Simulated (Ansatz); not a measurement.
# P₃N₂: from a trial structure to a relaxed crystal

Level of theory: DFT PBE, scalar-relativistic, plane waves, PAW (Ansatz 0.2.0). Cutoff 420 eV, Γ-centred k mesh, Gaussian smearing, no spin polarisation in the final step.

The start puts P₃N₂ on the anti-corundum structure type (R-3c, No. 167), with N in place of Al, P in place of O, at a guessed volume.

```
P N
1.0
     2.76974    1.59911    5.04135
    -2.76974    1.59911    5.04135
     0.00000   -3.19823    5.04135
P N
6 4
Cartesian
  -1.0733 -1.5991 6.3017
  1.9215 -0.1299 6.3017
  -0.8482 1.7290 6.3017
  1.0733 1.5991 8.8224
  -1.9215 0.1299 8.8224
  0.8482 -1.7290 8.8224
  0.0000 0.0000 12.8884
  0.0000 0.0000 9.7977
  0.0000 0.0000 2.2356
  0.0000 0.0000 5.3264
```

Cell and atoms relax at zero pressure; the relaxation can't lower the symmetry of the start. After a coarse first stage the cell is made exact in the group found at 0.06 Å.

The zero of energy is the elements' standard structures at the same level (N₂ as a molecule); no fitted shifts are applied.

Which crystal results?

It keeps R-3c (No. 167), but not the shape of the type it started on. Conventional cell: a = 5.571 Å, c = 23.271 Å. P has 2 N at 1.82 Å and 2 P at 2.36 Å; around N lie 3 P at 1.82 Å.

Space group R-3c:H (No. 167). a = 5.571 Å, b = 5.571 Å, c = 23.271 Å, α = 90.00°, β = 90.00°, γ = 120.00°
| atom | site | symmetry | x | y | z |
| --- | --- | --- | --- | --- | --- |
| P | 18e | .2 | 0.2448 | 0.0000 | 0.2500 |
| N | 12c | 3. | 0.0000 | 0.0000 | 0.3016 |

What are its volume, energy, density and gap?

The volume per atom is 20.8 Å³. The density is 1.9 g/cm³ and the energy over the elements is 0.89 eV/atom. The gap on the 12×12×12 mesh is 0 eV (a metal).

The final run used a 12×12×12 mesh on its 10-atom cell and 0.10 eV smearing. The k mesh leaves about 4 meV/atom of noise in metals. No dispersion correction is applied, so the spacing between layers, chains or molecules is poorly fixed, and with it the volume and density. Symmetry constrained the relaxation, so the result can be a saddle point.

Cost: 3 runs of about 9.5 core-minutes in all, on Intel Xeon Platinum 8488C (Sapphire Rapids) (shared hosts).